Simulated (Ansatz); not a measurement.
A nudged elastic band was laid between two geometries of AlFH2 + H4Si (9 atoms, charge 0, multiplicity 1).

Theory: RKS PBE/def2-SVP in Ansatz.

| Property | Result |
| --- | --- |
| movable images | 5 |
| climbing image | yes |
| spring | 0.5 eV/Å² |
| optimiser | quadratic models (default) |
| start path | through a guess of the saddle point |
| force threshold | 0.05 eV/Å |
| iteration limit | 60 |
| end points | relaxed |

First end point:

```xyz
9
Properties=species:S:1:pos:R:3
Al -0.079 0.196 0.133
F 0.245 1.325 1.348
H 1.171 -0.317 -0.722
H -1.610 -0.022 -0.255
Si 0.174 -2.779 1.123
H -0.341 -2.929 -0.275
H 1.628 -3.118 1.224
H -0.656 -3.559 2.098
H 0.020 -1.315 1.527
```

Last end point:

```xyz
9
Properties=species:S:1:pos:R:3
Al 0.062 -0.279 -0.183
F -0.227 0.034 1.805
H 1.451 0.460 -0.475
H -1.328 0.175 -0.833
Si 0.196 -2.637 0.618
H -0.907 -3.633 0.366
H 1.503 -3.387 0.687
H -0.039 -2.321 2.143
H -0.160 -0.929 2.071
```

Problem. Which bonds break or form, and what moves?

Solution. Bonds broken: Si5–H9. Bonds formed: Al1–Si5, F2–H9. AlFH2 + H4Si becomes AlFH6Si.

Problem. What energy profile does the band end with?

Solution. The run converged. The highest image is number 4 of 0 to 6, 34.9 kcal/mol above the first end and 5.6 kcal/mol above the last; the last end lies 29.3 kcal/mol above the first. Another band between the same ends (5 images) ends at a top of the same energy, where a vibrational analysis finds 2 clearly imaginary modes. The orbitals stay closed-shell, which can raise the energy where a bond breaks towards radicals; this wasn't checked here.

| image | path coordinate (Å) | energy (kcal/mol) | Si5–H9 (Å) | Al1–Si5 (Å) | F2–H9 (Å) |
| --- | --- | --- | --- | --- | --- |
| 0 | 0.00 | 0.0 | 1.53 | 3.15 | 2.66 |
| 1 | 0.55 | 0.3 | 1.52 | 3.23 | 2.55 |
| 2 | 1.09 | 2.9 | 1.52 | 3.12 | 2.15 |
| 3 | 1.65 | 19.0 | 1.65 | 2.81 | 1.61 |
| 4 | 2.20 | 34.9 | 2.05 | 2.60 | 1.07 |
| 5 | 2.98 | 31.4 | 2.34 | 2.49 | 0.97 |
| 6 | 3.77 | 29.3 | 2.27 | 2.49 | 1.00 |

Problem. What is the geometry of the highest image?

Solution. 
```xyz
9
Properties=species:S:1:pos:R:3:forces:R:3
Al -0.024 -0.237 -0.071 0.00 0.01 -0.02
F 0.035 0.334 1.806 0.00 -0.03 0.00
H 1.337 0.191 -0.782 -0.01 0.00 0.00
H -1.496 0.050 -0.611 0.00 0.00 0.01
Si 0.162 -2.614 0.959 -0.01 -0.01 0.01
H -0.636 -3.320 -0.114 0.01 0.00 0.00
H 1.566 -3.155 0.943 0.00 0.00 0.00
H -0.471 -3.025 2.271 0.00 0.00 -0.01
H 0.080 -0.740 1.798 0.00 0.03 0.01
```

The band took 14 iterations and of the order of 2.9 core-minutes.

The run took 2.9 min on 1 thread of Arm Neoverse V1, on a shared host, peak memory 0.14 GiB.
